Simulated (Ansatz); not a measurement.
# BSiNH (quartet): from Hartree-Fock to the top rungs at a displaced geometry (v2), cc-pVDZ

The task here is to estimate one member of a computed series from the others.

Program: Ansatz 0.2.0, Gaussian basis. Level of theory: cc-pVDZ, core rule «outside noble gas», up to 7 orbitals frozen. These are calculated values, not measurements.

To be run: UHF; CCSD(T) on ROHF; CCSD(T) on UHF; BCCD(T) on ROHF; CISD; CCSDT(Q) on ROHF; CCSDT(Q) on UHF.

23 further runs of the same task are left out: 12 that didn't finish, 11 set aside as unsound or not needed.

### The system

The geometry is a PBE0/def2-TZVP stationary point (not a proven minimum) with its atoms shifted at random (size 0.100 Å).

4 atoms, charge 0, spin multiplicity 4.

Atoms are counted from 1 here; the program's logs count them from 0.

Bond lengths: N1–B2 1.322 Å, B2–Si3 1.944 Å, Si3–H4 1.432 Å. Angles: N1–B2–Si3 169.4°, B2–Si3–H4 121.3°.

The first run:

The input, in.yaml:

```yaml
crystal:
  periodic: [false, false, false]
  atoms:
    - {symbol: N, position_ang: [0.079136, 0.064025, 2.030834]}
    - {symbol: B, position_ang: [-0.085739, 0.065199, 0.719462]}
    - {symbol: Si, position_ang: [-0.009118, -0.095130, -1.215983]}
    - {symbol: H, position_ang: [0.073990, 1.061677, -2.055562]}
basis:
  gaussian: {orbitals: cc-pVDZ}
magnetization: {spin_polarized: true, initial_magnetization: 3}
hamiltonian: {xc: hf}
output: {orbitals: {seedname: orbitals}}
```

Launch:

```bash
ansatz run in.yaml --threads 1 --pin off --events-out ev --progress --plain --max-ram 2393MiB
```

Steps of the session up to this table: UHF; CCSD(T) on ROHF; CCSD(T) on UHF; BCCD(T) on ROHF; CISD; CCSDT(Q) on ROHF; CCSDT(Q) on UHF.

One of the session's tables, all rows but one given; the rest of the session is left out.

| method | from UCCSDT(Q) (meV) |
| --- | --- |
| ROHF | +8497.3 |
| UHF | +8260.3 |
| RMP2 | +1364.1 |
| UMP2 | +1616.0 |
| CISD | +1140.9 |
| RCCSD | +388.6 |
| UCCSD | +380.1 |
| RCCSD(T) | +79.2 |
| UCCSD(T) | +88.2 |
| BCCD(T) | ? |
| RCCSDT | +31.0 |
| UCCSDT | +29.5 |
| RCCSDT(Q) | +4.5 |
| UCCSDT(Q) | 0 |

Q: Estimate the row for BCCD(T) from the others.

The run gave: from UCCSDT(Q) (meV): +81.1. In the column «from UCCSDT(Q) (meV)» it lies between RCCSD(T) (+79.2) and UCCSD(T) (+88.2).

To keep in mind: Restricted and unrestricted rows rest on different reference determinants; where their highest levels disagree by more than a few hundredths of an eV, they describe different states and don't form one ladder.
